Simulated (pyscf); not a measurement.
# Elimination: HO–As(OH)–OH -> water (H₂O) + O=As–OH

Gas phase, singlet surface, charge 0. Bonds broken: O1–As2, O3–H6. Bonds formed: O1–H6. Single points on ωB97X-D3(BJ)/def2-SVP structures (PySCF, gas phase). MP2 and CC: frozen core, UHF for open shells. ΔMP2 is the change of the MP2 total energy from the triple- to the quadruple-zeta basis.

Transition state (Å):

```xyz
7

O      0.1669    -0.3061     1.0673
As    -0.0282    -0.5781    -0.9599
O     -0.2404     1.0787    -0.7273
O     -1.7011    -1.1708    -0.8797
H     -0.5701    -0.6753     1.5783
H     -0.0970     0.6977     0.5541
H     -2.2839    -0.4104    -0.7178
```

One imaginary mode, 1265i cm⁻¹; descent along it reached the two sides named, in the forms told below.

```tsv
bond	change	reactant side (Å)	saddle	product side
O1–As2	breaks	1.787	2.055	2.446
O3–H6	breaks	0.969	1.344	2.6
O1–H6	forms	2.465	1.158	0.970
```

Electronic energies relative to the reactant's lowest minimum found (eV):

```tsv
level	barrier	reaction energy	reverse barrier
ωB97X-D3(BJ)/def2-TZVP	1.51	+1.47	0.04
PBE/def2-TZVP	1.17	+1.17	0.00
r²SCAN/def2-TZVP	1.34	+1.36	-0.02
B3LYP-D3(BJ)/def2-TZVP	1.40	+1.30	0.11
PBE0-D3(BJ)/def2-TZVP	1.41	+1.45	-0.04
M06-2X/def2-TZVP	1.56	+1.64	-0.08
ωB97M-D3(BJ)/def2-TZVP	1.46	+1.39	0.07
HF/def2-TZVP	2.10	+1.58	0.51
MP2/def2-QZVPP	1.40	+1.17	0.23
CCSD/def2-TZVPP	1.61	+1.38	0.24
CCSD(T)/def2-TZVPP	1.48	+1.28	0.20
CCSD(T)/def2-TZVPP + ΔMP2(QZVPP)	1.48	+1.25	0.23
```

With CCSD(T)/def2-TZVPP + ΔMP2(QZVPP) energies and thermal terms (ideal gas, 1 atm, RRHO with modes under 100 cm⁻¹ raised to 100, one conformer, R ln 2 for chiral ones without a mode under 150 cm⁻¹), in eV:

```json
[
 {"T (K)": "298", "ΔH‡": "1.37", "ΔG‡": "1.41", "ΔH": "+1.20", "ΔG": "+0.77"},
 {"T (K)": "600", "ΔH‡": "1.34", "ΔG‡": "1.47", "ΔH": "+1.16", "ΔG": "+0.34"},
 {"T (K)": "900", "ΔH‡": "1.31", "ΔG‡": "1.54", "ΔH": "+1.11", "ΔG": "-0.06"},
 {"T (K)": "1200", "ΔH‡": "1.29", "ΔG‡": "1.61", "ΔH": "+1.06", "ΔG": "-0.44"}
]
```

On the product side the descent ends in a bound adduct, 0.39 eV under the separated species and 0.43 eV under the saddle at ωB97X-D3(BJ)/def2-TZVP. At r²SCAN, PBE0-D3(BJ), M06-2X the saddle lies under the separated products, which points to a path from their complex (located at ωB97X-D3(BJ) alone), and parting the products costs more than the saddle. This is the saddle that the search found; another between the same sides may lie lower. The CCSD(T) − MP2 part came from Ansatz, without density fitting, on the same reference. The frozen core leaves the outer d or s,p core shells of the metals and heavy elements correlated in the MP2 and CC values, and def2-TZVPP describes them poorly, which can shift differences by a few kcal/mol. Elements up to Kr have no core potential and no relativistic terms here.
